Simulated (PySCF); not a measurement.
MgCl2 (singlet). All numbers come from PySCF, PBE, basis Mg def2-TZVP, Cl def2-TZVP (no relativity, density fitting).

Harmonic bands of its minimum:

```csv
ω (cm⁻¹),"IR (km/mol, summed over degenerate members)",degeneracy
106,101,2
315,0.0,1
607,140,1
```

Question: The central atom is Mg. Infer the point group and assign the bands.

Answer: D∞h. The modes span πu + σg+ + σu+: 106 πu, 315 σg+, 607 σu+. The computed geometry has Mg–Cl 2.183 Å (×2); Cl–Mg–Cl 180.0°.
